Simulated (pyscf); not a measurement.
Thermochemistry of product channels of `[Cl][GeH][Cl]` [doublet] on the doublet surface, in kcal/mol, from CCSD(T)/def2-TZVPP + ΔMP2(QZVPP) energies (ideal gas, 1 atm, RRHO with modes under 100 cm⁻¹ raised to 100, one conformer, R ln 2 for rigid chiral ones). Structures and frequencies: ωB97X-D3(BJ)/def2-SVP in PySCF. MP2 and CC: frozen core, UHF for open shells. ΔMP2 is the change of the MP2 total energy from the triple- to the quadruple-zeta basis.

| products | ΔE | ΔH(298 K) | ΔG(298 K) | ΔG(1200 K) |
|---|---|---|---|---|
| `[Cl][Ge][Cl]` [singlet] + `[H]` [doublet] | +37.2 | +33.6 | +26.6 | +3.8 |
| `[Cl]` [doublet] + `[Cl][GeH]` [singlet] | +62.4 | +61.4 | +53.3 | +29.1 |

These are energies of the channels, which say nothing of barriers. The CCSD(T) − MP2 part came from Ansatz, without density fitting, on the same reference. The frozen core leaves the outer d or s,p core shells of the metals and heavy elements correlated in the MP2 and CC values, and def2-TZVPP describes them poorly, which can shift differences by a few kcal/mol. Left out: orbital degeneracy and the spin-orbit lowering of Cl. Elements up to Kr have no core potential and no relativistic terms here.
